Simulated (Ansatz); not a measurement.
# Relaxing W

These are results of Ansatz 0.2.0, DFT PBEsol, scalar-relativistic, plane waves, PAW, not measurements.

The start puts W on the dhcp structure type (P6_3/mmc, No. 194), at a guessed volume.

The final relaxation ran on this input, with the default PAW datasets:

```yaml
crystal:
  lattice:
    - [2.7602479188, 0.0, 0.0]
    - [-1.3801239594, 2.3904448184, 0.0]
    - [0.0, 0.0, 9.7305738971]
  atoms:
    - { symbol: W, position: [0.0, 0.0, 0.0] }
    - { symbol: W, position: [0.0, 0.0, 0.5] }
    - { symbol: W, position: [0.3333333333, 0.6666666667, 0.75] }
    - { symbol: W, position: [0.6666666667, 0.3333333333, 0.25] }
basis:
  ecutwfc: 420
kpoints:
  mp_grid: { grid: [21, 21, 6] }
hamiltonian:
  xc: pbesol
scf:
  occupations: { method: gaussian, width: 0.1 }
output:
  forces: true
  stress: true
  eigenvalues: true
relax:
  adjacent_minimum: "off"
  f_tol: 0.01
  max_steps: 80
  cell: { stress_tol: 0.05 }
```

It can be run as:

```bash
ansatz run input.yaml --threads 1 --pin off --backend cpu --events-out ev --progress --plain --runs-dir out  # memory cap (--max-ram) not shown
```

End of the output:

```
SCF converged after 7 iterations
Free energy (F): -41024.305051 eV
Harris-Foulkes:  -41024.305051 eV  (|F-HF|=7.28e-12)
Internal energy: -41024.288672 eV  (E = F + TS)
E sigma→0 (E₀):  -41024.296862 eV
Entropy (-TS):   -0.016379 eV (-4.095 meV/atom)
Fermi energy:    21.803036 eV
--- Per-component energies (eV) ---
  E_band       = -343.723031
  E_kinetic    = 1801.287178
  E_local      = -2451.339370  (includes V_loc(G=0)·N_el)
  E_nonlocal   = 14.196342
  E_hartree    = 877.250177
  E_xc         = -1060.217603
  E_vxc        = -953.729244  (∫ρ·V_xc dr)
  E_paw        = -33744.494978  (= ΣΔE_a)
  E_vpaw       = -508.638038  (= ΣTr[D̂ρ^β])
  E_aug_tail   = -0.000253  (compensation charges beyond the density's cutoff)
  E_ewald      = -6461.857335
  E_core_change = 0.887169  (= ΣΔE_core)
  E_smearing   = -0.016379  (= −TS)
  E_closure    = 0.000000  (closes the sum)
  Σ components = -41024.305051   (vs F -41024.305051, Δ=0.00e0)
--- Forces (eV/Å), atoms counted from 1 ---
  atom   1  W      0.00000000     0.00000000     0.00000000
  atom   2  W      0.00000000     0.00000000     0.00000000
  atom   3  W      0.00000000     0.00000000     0.00000000
  atom   4  W      0.00000000     0.00000000     0.00000000
  max |Σ_I F_I| component: 1.39e-17 eV/Å
--- Stress (GPa, compression-positive) ---
        0.018234       0.000000       0.000000
        0.000000       0.018234       0.000000
        0.000000       0.000000      -0.024116
  P = ⅓ Tr σ = 0.0041 GPa (0.041 kbar)
--- Relaxed structure (3 steps of the walk, 2 accepted, 1 SCFs on fresh bases) ---
  F+E_penalty+E_count = -41024.30505127 eV   max|allowed force component| = 4.626e-17 eV/Å   (the final SCF, on the basis selected at the relaxed cell)
  cell:  # Å, volume = 64.0757 Å³
    - [2.759438, 0.0, 0.000000]
    - [-1.379719, 2.389744, 0.000000]
    - [0.000000, 0.000000, 9.716765]
  atoms:
    - { symbol: W, position: [0.000000, 0.000000, 0.000000] }
    - { symbol: W, position: [0.000000, 0.000000, 0.5] }
    - { symbol: W, position: [0.333333, 0.666667, 0.750000] }
    - { symbol: W, position: [0.666667, 0.333333, 0.25] }
```

Absolute energies hang on the potentials; compare differences alone.

The result has space group P6_3/mmc (No. 194). W on Wyckoff site a (2 atoms of the primitive cell) is coordinated by 12 W at 2.76–2.91 Å; W on Wyckoff site d (2 atoms of the primitive cell) is coordinated by 12 W at 2.76–2.91 Å.

It lies 0.49 eV/atom above the element's standard state at the same level.

The k mesh leaves about 4 meV/atom of noise in metals. Spin–orbit coupling is left out.

Symmetry constrained the relaxation, so the result can be a saddle point.